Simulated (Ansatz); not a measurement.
**Scan of the C1–C2–Si3–H9 dihedral angle**

C₂H₈Si (SMILES CC[SiH3]), singlet, at its PBE0-D4/def2-TZVP minimum:

C1  (-0.824, 1.067, -0.424)
C2  (-0.543, -0.416, -0.196)
Si3  (1.153, -0.750, 0.535)
H4  (-1.817, 1.228, -0.849)
H5  (-0.097, 1.509, -1.110)
H6  (-0.772, 1.631, 0.511)
H7  (-0.624, -0.970, -1.137)
H8  (-1.294, -0.849, 0.474)
H9  (1.294, -0.066, 1.851)
H10  (2.217, -0.233, -0.369)
H11  (1.371, -2.208, 0.735)
(Å)

The dihedral angle C1–C2–Si3–H9 (59.7° at the minimum) is set to the values below, the two halves turning rigidly about the central bond. Each method's energies count from its own value at the PBE0-D4 minimum structure. Computed with Ansatz 0.2.0 (basis: def2-TZVPP); correlated methods freeze the cores. B3LYP uses VWN-RPA correlation.

CCSD(T) energies along the scan:
| dihedral angle (°) | CCSD(T) (eV) |
| --- | --- |
| 66.8 | 0.0029 |
| 81.8 | 0.0251 |
| 96.8 | 0.0568 |
| 111.8 | 0.0796 |
| 126.8 | 0.0803 |
| 141.8 | 0.0586 |
| 156.8 | 0.0271 |
| 171.8 | 0.0043 |
They count from the CCSD(T) energy at the PBE0-D4 minimum.

Largest difference from the CCSD(T) curve over the scan: PBE-D4 0.0047; B3LYP-D4 0.0028; MP2 0.0023 eV. Each curve counts from its own value at the minimum.

No T1 diagnostic of these runs exceeds 0.010.

For scale, one of the runs: CCSD(T)/def2-TZVPP, 216 basis functions (an equivalent command: `ansatz run in.yaml --threads 4`). Hardware: 4 CPU threads, shared host. Wall time 28 s; peak host memory 3.1 GiB.
